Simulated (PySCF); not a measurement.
Start geometry of `C=C/C=C/C=S` from GFN2-xTB (Å):
```
atom  x, y, z in Å
C1    -2.4682   -0.1145    0.0638
C2    -1.2770    0.4804   -0.0314
C3    -0.0358   -0.2325    0.0260
C4     1.1771    0.3613   -0.0696
C5     2.3969   -0.3543   -0.0115
S6     3.8676    0.3508   -0.1262
H7    -3.3885    0.4415    0.0178
H8    -2.5557   -1.1813    0.1911
H9    -1.2137    1.5532   -0.1591
H10   -0.0927   -1.3066    0.1538
H11    1.2481    1.4334   -0.1976
H12    2.3431   -1.4320    0.1169
```

What comes out of this run: BHandHLYP/cc-pVDZ geometry optimisation, gas phase (PySCF 2.14.0)?

```
atom  x, y, z in Å
C1    -2.450   -0.181    0.037
C2    -1.271    0.432   -0.074
C3    -0.004   -0.264   -0.024
C4     1.195    0.337   -0.135
C5     2.429   -0.400   -0.078
S6     3.920    0.241   -0.200
H7    -3.381    0.372   -0.004
H8    -2.517   -1.256    0.173
H9    -1.233    1.510   -0.210
H10   -0.042   -1.343    0.112
H11    1.266    1.412   -0.272
H12    2.317   -1.479    0.060
```

The energy falls by 2.4 kJ/mol over 6 energy and gradient evaluations, the largest force component goes from 0.0198 to 3.4e-04 Eh/bohr, and the atoms move by 0.034 Å rms after alignment. The bond that changes most is C4–C5 (alkene CH carbon to thiocarbonyl carbon), which lengthens by 0.023 Å. Bonds longer at the end by more than 0.005 Å: 6 of 11; shorter: 2. Among the angles that change most is C4–C5–H12, from 117.6° to 115.0°. Rotational constants go from 27235, 930.0, 899.3 to 27695, 919.1, 889.6 MHz. The orientation of the end geometry is arbitrary; only internal coordinates are fixed.

The run used 118 basis functions and 41 SCF cycles in all. The run took 18 s of wall time on one thread of an Arm Neoverse V2, no GPU, shared host with 32 logical CPUs at a one-minute load of 10, and the process peaked at 0.53 GiB of memory.

Not checked by BHandHLYP/cc-pVDZ frequencies. One conformer, not necessarily the lowest.
